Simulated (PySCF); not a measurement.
Species: isocyanogen, C₂N₂.
Numbering: `[C-:1]#[N+:2][C:3]#[N:4]`

The same species was optimised twice, with GFN2-xTB and with PBE0-D3(BJ)/def2-SVP (PySCF), and the same property calculations (PySCF, gas phase) were run on both structures.

| coordinate | GFN2-xTB | PBE0-D3(BJ)/def2-SVP | change |
| --- | --- | --- | --- |
| C3≡N4 (Å) | 1.145 | 1.160 | +0.015 |
| C1≡N2 (Å) | 1.173 | 1.185 | +0.012 |
| N2–C3 (Å) | 1.295 | 1.306 | +0.011 |
| C1–N2–C3 (°) | 180.0 | 179.9 | -0.1 |
| N2–C3–N4 (°) | 180.0 | 180.0 | 0.0 |

Rotational constants: B = 5286 MHz (linear) (GFN2-xTB) against B = 5179 MHz (linear) (PBE0-D3(BJ)/def2-SVP). Point groups within 0.08 Å: C∞v and C∞v.

On the GFN2-xTB structure: HOMO (eV) -10.42 [PBE0/pcSseg-1]; LUMO (eV) -2.13 [PBE0/pcSseg-1]; dipole (D) 0.92 [PBE0/pcSseg-1]; GIAO shielding of C1 (ppm) -10.2 [PBE0/pcSseg-1]; GIAO shielding of N2 (ppm) 99.6 [PBE0/pcSseg-1]; GIAO shielding of C3 (ppm) 86.1 [PBE0/pcSseg-1]; GIAO shielding of N4 (ppm) 18.1 [PBE0/pcSseg-1].

What do these properties become on the PBE0-D3(BJ)/def2-SVP structure?

```json
{"property": "HOMO (eV)", "level": "PBE0/pcSseg-1", "on GFN2-xTB": "-10.42", "on PBE0-D3(BJ)/def2-SVP": "-10.34", "change": "+0.08"}
{"property": "LUMO (eV)", "level": "PBE0/pcSseg-1", "on GFN2-xTB": "-2.13", "on PBE0-D3(BJ)/def2-SVP": "-2.24", "change": "-0.11"}
{"property": "dipole (D)", "level": "PBE0/pcSseg-1", "on GFN2-xTB": "0.92", "on PBE0-D3(BJ)/def2-SVP": "0.97", "change": "+0.05"}
{"property": "energy, GFN2-xTB geometry as zero (kcal/mol)", "level": "PBE0/pcSseg-1", "on GFN2-xTB": "0.0", "on PBE0-D3(BJ)/def2-SVP": "-0.3", "change": "-0.3"}
{"property": "GIAO shielding of C1 (ppm)", "level": "PBE0/pcSseg-1", "on GFN2-xTB": "-10.2", "on PBE0-D3(BJ)/def2-SVP": "-11.2", "change": "-1.0"}
{"property": "GIAO shielding of N2 (ppm)", "level": "PBE0/pcSseg-1", "on GFN2-xTB": "99.6", "on PBE0-D3(BJ)/def2-SVP": "95.5", "change": "-4.1"}
{"property": "GIAO shielding of C3 (ppm)", "level": "PBE0/pcSseg-1", "on GFN2-xTB": "86.1", "on PBE0-D3(BJ)/def2-SVP": "83.9", "change": "-2.2"}
{"property": "GIAO shielding of N4 (ppm)", "level": "PBE0/pcSseg-1", "on GFN2-xTB": "18.1", "on PBE0-D3(BJ)/def2-SVP": "14.8", "change": "-3.3"}
```

The heavy atoms differ by 0.014 Å rms after alignment. Among all bonds C3≡N4 changes most (+0.015 Å). Changes are differences of the printed values. Neither structure is proved a minimum here.
